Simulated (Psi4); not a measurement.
# doublet [N2]+: levels of theory compared

We compute a comparison of 4 runs (UHF/3-21G, UB3LYP/6-31G*, U-wB97X-V/def2-TZVPPD, UTPSSh/def2-TZVPPD) of doublet [N2]+. 

The results are computed with Psi4 1.11.

1 further run of the same task is left out (it didn't finish).

### Step 1. Starting point

[N2]+: 2 atoms, total charge +1, spin state doublet. As SMILES of the parent species, `N#N`. The coordinates come from a PBE0-D4/def2-TZVP relaxation. That shape belongs to the parent species and isn't relaxed for this state.

Bond lengths: N1–N2 1.090 Å.

### Step 2. The energy at UHF/3-21G (run 1)

n2.xyz

```xyz
2
N2
N      0.465500    -0.150300     0.239800
N     -0.465500     0.150300    -0.239800
```

n2_ase.py

```python
import numpy as np
from ase.calculators.psi4 import Psi4
from ase.io import read

mol = read('n2.xyz')
calc = Psi4(atoms=mol, method='scf', basis='3-21G', memory='1600MB', num_threads=1, charge=1, multiplicity=2, label='psi4-calc', reference='uhf')
calc.psi4.set_options({'puream': True, 'e_convergence': 1e-09, 'd_convergence': 1e-08, 'scf_type': 'pk', 'maxiter': 200})
mol.calc = calc

print(f'energy: {mol.get_potential_energy():.6f} eV')
```

Command:

```
$ python n2_ase.py
```

psi4-calc.dat:

```text
[...]
  Running in c1 symmetry.
[...]
  Nuclear repulsion =   23.798341769446314
[...]
  Multiplicity = 2
[...]
  Nalpha       = 7
  Nbeta        = 6
[...]
    Number of basis functions: 18
[...]
   @UHF iter   1:  -107.67482655051597   -1.20508e-01   1.84473e-02 ADIIS/DIIS
[...]
   @UHF iter   9:  -107.72818725883924   -4.26326e-14   2.72855e-09 DIIS
[...]
   @S^2 Observed:                7.631834152E-01
[...]
    Orbital Energies [Eh]
    ---------------------
    Alpha Occupied:
       1A    -16.152450     2A    -16.151348     3A     -1.992111
       4A     -1.270635     5A     -1.154312     6A     -1.068829
       7A     -1.068829
    Alpha Virtual:
       8A     -0.266724     9A     -0.266724    10A      0.344085
      11A      0.775884    12A      0.853604    13A      0.853604
      14A      0.967881    15A      0.995960    16A      0.995960
      17A      1.391974    18A      2.139701
    Beta Occupied:
[...]
  @UHF Final Energy:  -107.72818725883924
   => Energetics <=
    Nuclear Repulsion Energy =             23.7983417694463135
    One-Electron Energy =                -186.8573685645253590
    Two-Electron Energy =                  55.3308395362397931
    Total Energy =                       -107.7281872588392417
  UHF NO Occupations:
  HONO-2 :    5  A 1.9998597
  HONO-1 :    6  A 1.9935819
[...]
 Multipole Moments:
 ------------------------------------------------------------------------------------
     Multipole            Electronic (a.u.)      Nuclear  (a.u.)        Total (a.u.)
 ------------------------------------------------------------------------------------
 L = 1.  Multiply by 2.5417464519 to convert [e a0] to [Debye]
 Dipole X            :          0.0000000            0.0000000            0.0000000
 Dipole Y            :         -0.0000000            0.0000000           -0.0000000
 Dipole Z            :          0.0000000            0.0000000            0.0000000
 Magnitude           :                                                    0.0000000
[...]
```

The script printed:

```text
energy: -2931.433289 eV
```

Wall time 1.2 s (1 thread of AMD EPYC 9R45 (Zen 5), shared host); peak memory 0.19 GiB.

### Step 3. The energy at UB3LYP/6-31G(d) (Cartesian functions) (run 2)

job.py

```python
import psi4

psi4.set_memory('1600 MB')
psi4.set_num_threads(1)
psi4.set_output_file('psi4.out', False)

mol = psi4.geometry("""
1 2
N      0.465500    -0.150300     0.239800
N     -0.465500     0.150300    -0.239800
units angstrom
symmetry c1
no_reorient
no_com
""")

options = {'basis': '6-31G*', 'reference': 'uks', 'puream': False, 'e_convergence': 1e-09, 'd_convergence': 1e-08, 'scf_type': 'pk', 'dft_radial_points': 99, 'dft_spherical_points': 590, 'maxiter': 200}
psi4.set_options(options)

E, wfn = psi4.energy('b3lyp', molecule=mol, return_wfn=True)
psi4.oeprop(wfn, 'WIBERG_LOWDIN_INDICES', 'LOWDIN_CHARGES', 'DIPOLE', title='B3LYP')
print(f'total energy {E:.8f} hartree = {E * 27.211386:.5f} eV')
for k, v in sorted(psi4.core.scalar_variables().items()):
    print(f'{k:45s} {v:18.10f}')
```

Command:

```
$ python job.py
```

psi4.out:

```text
[...]
  Running in c1 symmetry.
[...]
  Nuclear repulsion =   23.798341769446314
[...]
  Multiplicity = 2
[...]
  Nalpha       = 7
  Nbeta        = 6
[...]
    Number of basis functions: 30
[...]
   @UKS iter   1:  -108.93759563948862    1.08358e-01   3.43563e-03 DIIS/ADIIS
[...]
   @UKS iter   8:  -108.94431770598314   -1.98952e-13   8.87083e-10 DIIS
[...]
   @S^2 Observed:                7.533222937E-01
[...]
    Orbital Energies [Eh]
    ---------------------
    Alpha Occupied:
       1A    -14.948037     2A    -14.946100     3A     -1.589556
       4A     -1.016595     5A     -0.909780     6A     -0.896715
       7A     -0.896715
    Alpha Virtual:
       8A     -0.445477     9A     -0.445477    10A      0.077946
      11A      0.232356    12A      0.245358    13A      0.245358
      14A      0.270059    15A      0.357387    16A      0.396090
      17A      0.396090    18A      0.898751    19A      1.031362
      20A      1.031362    21A      1.112517    22A      1.112517
      23A      1.531873    24A      1.531873    25A      1.979355
[...]
  @UKS Final Energy:  -108.94431770598314
   => Energetics <=
    Nuclear Repulsion Energy =             23.7983417694463135
    One-Electron Energy =                -188.4419750383339078
    Two-Electron Energy =                  66.4230841262454845
    DFT Exchange-Correlation Energy =     -10.7237685633410393
    Empirical Dispersion Energy =           0.0000000000000000
    VV10 Nonlocal Energy =                  0.0000000000000000
    Total Energy =                       -108.9443177059831385
[...]
 Multipole Moments:
 ------------------------------------------------------------------------------------
     Multipole            Electronic (a.u.)      Nuclear  (a.u.)        Total (a.u.)
 ------------------------------------------------------------------------------------
 L = 1.  Multiply by 2.5417464519 to convert [e a0] to [Debye]
 Dipole X            :         -0.0000000            0.0000000           -0.0000000
 Dipole Y            :          0.0000000            0.0000000            0.0000000
 Dipole Z            :         -0.0000000            0.0000000           -0.0000000
 Magnitude           :                                                    0.0000000
[...]
```

Standard output:

```text
total energy -108.94431771 hartree = -2964.52588 eV
CURRENT ENERGY                                   -108.9443177060
CURRENT REFERENCE ENERGY                         -108.9443177060
DD SOLVATION ENERGY                                 0.0000000000
DFT FUNCTIONAL TOTAL ENERGY                      -108.9443177060
DFT TOTAL ENERGY                                 -108.9443177060
DFT VV10 ENERGY                                     0.0000000000
DFT XC ENERGY                                     -10.7237685633
GRID ELECTRONS ALPHA                                7.0000000186
GRID ELECTRONS BETA                                 6.0000000183
GRID ELECTRONS TOTAL                               13.0000000370
NUCLEAR REPULSION ENERGY                           23.7983417694
ONE-ELECTRON ENERGY                              -188.4419750383
PCM POLARIZATION ENERGY                             0.0000000000
PE ENERGY                                           0.0000000000
SCF ITERATION ENERGY                             -108.9443177060
SCF ITERATIONS                                      8.0000000000
SCF TOTAL ENERGY                                 -108.9443177060
TWO-ELECTRON ENERGY                                66.4230841262
XC GRID RADIAL POINTS                              99.0000000000
XC GRID SPHERICAL POINTS                          590.0000000000
XC GRID TOTAL POINTS                           107756.0000000000
```

Wall time 2.3 s (1 thread of AMD EPYC 9R45 (Zen 5), shared host); peak memory 0.29 GiB.

### Step 4. A single-point energy at U-wB97X-V/def2-TZVPPD (run 3)

job.py

```python
import psi4

psi4.set_memory(1600000000)
psi4.set_num_threads(1)
psi4.set_output_file('n2.out', False)

m = psi4.geometry("""
1 2
N      0.465500    -0.150300     0.239800
N     -0.465500     0.150300    -0.239800
symmetry c1
""")

psi4.set_options({
    'basis': 'def2-TZVPPD',
    'reference': 'uks',
    'puream': True,
    'e_convergence': 1e-09,
    'd_convergence': 1e-08,
    'scf_type': 'pk',
    'dft_radial_points': 99,
    'dft_spherical_points': 590,
    'maxiter': 200,
})

E, wfn = psi4.energy('wb97x-v', return_wfn=True)
print(f'wb97x-v energy: {E:.10f} Eh')
```

Command:

```
$ python job.py
```

n2.out:

```text
[...]
  Running in c1 symmetry.
[...]
  Nuclear repulsion =   23.798341769446306
[...]
  Multiplicity = 2
[...]
  Nalpha       = 7
  Nbeta        = 6
[...]
    Number of basis functions: 74
[...]
   @UKS iter   1:  -108.93207319215537   -1.28605e-01   2.41898e-03 ADIIS/DIIS
[...]
   @UKS iter   9:  -108.95505131718458   -1.74794e-12   1.18179e-09 DIIS
[...]
   @S^2 Observed:                7.538769183E-01
[...]
    Orbital Energies [Eh]
    ---------------------
    Alpha Occupied:
       1A    -14.998611     2A    -14.996691     3A     -1.706473
       4A     -1.125465     5A     -1.014580     6A     -0.999051
       7A     -0.999051
    Alpha Virtual:
       8A     -0.328483     9A     -0.328483    10A     -0.104158
      11A     -0.054862    12A      0.053532    13A      0.079748
      14A      0.079748    15A      0.085632    16A      0.085632
      17A      0.126274    18A      0.126274    19A      0.174511
      20A      0.266956    21A      0.266956    22A      0.267779
      23A      0.267779    24A      0.286911    25A      0.314953
[...]
  @UKS Final Energy:  -108.95505131718458
   => Energetics <=
    Nuclear Repulsion Energy =             23.7983417694463064
    One-Electron Energy =                -188.6246516981540822
    Two-Electron Energy =                  65.2952576606552100
    DFT Exchange-Correlation Energy =      -9.4796113638677468
    Empirical Dispersion Energy =           0.0000000000000000
    VV10 Nonlocal Energy =                  0.0556123147357368
    Total Energy =                       -108.9550513171845836
[...]
 Multipole Moments:
 ------------------------------------------------------------------------------------
     Multipole            Electronic (a.u.)      Nuclear  (a.u.)        Total (a.u.)
 ------------------------------------------------------------------------------------
 L = 1.  Multiply by 2.5417464519 to convert [e a0] to [Debye]
 Dipole X            :         -0.0000000            0.0000000           -0.0000000
 Dipole Y            :         -0.0000000            0.0000000           -0.0000000
 Dipole Z            :          0.0000000            0.0000000            0.0000000
 Magnitude           :                                                    0.0000000
[...]
```

The script printed:

```text
wb97x-v energy: -108.9550513172 Eh
```

It took 8.4 s on 1 thread of AMD EPYC 9R45 (Zen 5), shared host; peak memory 0.53 GiB.

### Step 5. Energy and forces at UTPSSh/def2-TZVPPD (run 4)

run.py

```python
import psi4

psi4.set_memory('1600 MB')
psi4.set_num_threads(1)
psi4.set_output_file('n2.out', False)

geom = psi4.geometry("""
1 2
N      0.87966751    -0.28402584     0.45315632
N     -0.87966751     0.28402584    -0.45315632
units au
symmetry c1
""")

psi4.set_options({
    'basis': 'def2-TZVPPD',
    'reference': 'uks',
    'puream': True,
    'e_convergence': 1e-09,
    'd_convergence': 1e-08,
    'scf_type': 'pk',
    'dft_radial_points': 99,
    'dft_spherical_points': 590,
    'maxiter': 200,
})

energy_value, wavefunction = psi4.gradient('tpssh', return_wfn=True)
psi4.oeprop(wavefunction, 'MULLIKEN_CHARGES', 'LOWDIN_CHARGES', 'MAYER_INDICES')
print('gradient / Eh bohr^-1')
print(energy_value.np.round(6))
print(f'energy = {wavefunction.energy():.10f} Eh')
for k, v in sorted(psi4.core.scalar_variables().items()):
    print(f'{k:45s} {v:18.10f}')
```

Command:

```
$ python run.py
```

n2.out (excerpt; [...] marks lines left out):

```text
[...]
  Running in c1 symmetry.
[...]
  Nuclear repulsion =   23.798341825492368
[...]
  Multiplicity = 2
[...]
  Nalpha       = 7
  Nbeta        = 6
[...]
    Number of basis functions: 74
[...]
   @UKS iter   1:  -108.98906670558328    9.49751e-02   2.50013e-03 ADIIS/DIIS
[...]
   @UKS iter   8:  -109.00214581150870   -7.81597e-13   6.13122e-10 DIIS
[...]
   @S^2 Observed:                7.540191734E-01
[...]
  @UKS Final Energy:  -109.00214581150870
   => Energetics <=
    Nuclear Repulsion Energy =             23.7983418254923684
    One-Electron Energy =                -188.7133511669528048
    Two-Electron Energy =                  67.9609910845848475
    DFT Exchange-Correlation Energy =     -12.0481275546331155
    Empirical Dispersion Energy =           0.0000000000000000
    VV10 Nonlocal Energy =                  0.0000000000000000
    Total Energy =                       -109.0021458115086972
[...]
 Multipole Moments:
 ------------------------------------------------------------------------------------
     Multipole            Electronic (a.u.)      Nuclear  (a.u.)        Total (a.u.)
 ------------------------------------------------------------------------------------
 L = 1.  Multiply by 2.5417464519 to convert [e a0] to [Debye]
 Dipole X            :          0.0000001            0.0000000            0.0000001
 Dipole Y            :          0.0000000            0.0000000            0.0000000
 Dipole Z            :          0.0000000            0.0000000            0.0000000
 Magnitude           :                                                    0.0000001
[...]
  -Total Gradient:
     Atom            X                  Y                   Z
    ------   -----------------  -----------------  -----------------
       1       -0.052616764337    -0.000000000000    -0.000000000000
       2        0.052616764336    -0.000000000000     0.000000000000
[...]
  Mulliken Charges: (a.u.)
   Center  Symbol    Alpha    Beta     Spin     Total
       1     N     3.50000  3.00000  0.50000  0.50000
       2     N     3.50000  3.00000  0.50000  0.50000
   Total alpha =  7.00000, Total beta =  6.00000, Total charge =  1.00000
  Lowdin Charges: (a.u.)
   Center  Symbol    Alpha    Beta     Spin     Total
       1     N     3.50000  3.00000  0.50000  0.50000
       2     N     3.50000  3.00000  0.50000  0.50000
  Total alpha =  7.00000, Total beta =  6.00000, Total charge =  1.00000
[...]
```

Standard output:

```text
gradient / Eh bohr^-1
[[-0.052617 -0.       -0.      ]
 [ 0.052617 -0.        0.      ]]
energy = -109.0021458115 Eh
CURRENT ENERGY                                   -109.0021458115
CURRENT REFERENCE ENERGY                         -109.0021458115
DD SOLVATION ENERGY                                 0.0000000000
DFT FUNCTIONAL TOTAL ENERGY                      -109.0021458115
DFT TOTAL ENERGY                                 -109.0021458115
DFT VV10 ENERGY                                     0.0000000000
DFT XC ENERGY                                     -12.0481275546
GRID ELECTRONS ALPHA                                6.9999999882
GRID ELECTRONS BETA                                 5.9999999882
GRID ELECTRONS TOTAL                               12.9999999764
NUCLEAR REPULSION ENERGY                           23.7983418255
ONE-ELECTRON ENERGY                              -188.7133511670
PCM POLARIZATION ENERGY                             0.0000000000
PE ENERGY                                           0.0000000000
SCF ITERATION ENERGY                             -109.0021458115
SCF ITERATIONS                                      8.0000000000
SCF TOTAL ENERGY                                 -109.0021458115
TWO-ELECTRON ENERGY                                67.9609910846
XC GRID RADIAL POINTS                              99.0000000000
XC GRID SPHERICAL POINTS                          590.0000000000
XC GRID TOTAL POINTS                           114080.0000000000
```

Wall time 11 s (1 thread of AMD EPYC 9R45 (Zen 5), shared host); peak memory 0.84 GiB.

### Step 6. All runs side by side

```tsv
run	level	Cartesian functions	integration grid	energy (Eh)	HOMO energy (eV)	LUMO energy (eV)	⟨S²⟩	wall time
1	UHF/3-21G	no	–	-107.728187	-28.41	-14.43	0.763	1.2 s
2	UB3LYP/6-31G* (Cartesian functions)	yes	99 radial × 590 angular	-108.944318	-24.03	-19.88	0.753	2.3 s
3	U-wB97X-V/def2-TZVPPD	no	99 radial × 590 angular	-108.955051	-26.78	-17.04	0.754	8.4 s
4	UTPSSh/def2-TZVPPD	no	99 radial × 590 angular	-109.002146	-23.34	-19.95	0.754	11 s
```

### Step 7. What came out

| quantity | value |
| --- | --- |
| run 4: total energy | -109.00215 Eh |
| run 4: HOMO energy (highest over α and β) | -23.34 eV |
| run 4: LUMO energy (lowest over α and β) | -19.95 eV |
| run 4: ⟨S²⟩ | 0.754 |
| run 4: largest force on an atom | 2.706 eV/Å |

What this shows: Totals of different functionals can't be ranked against each other. All runs together took 23 s, the longest 11 s.
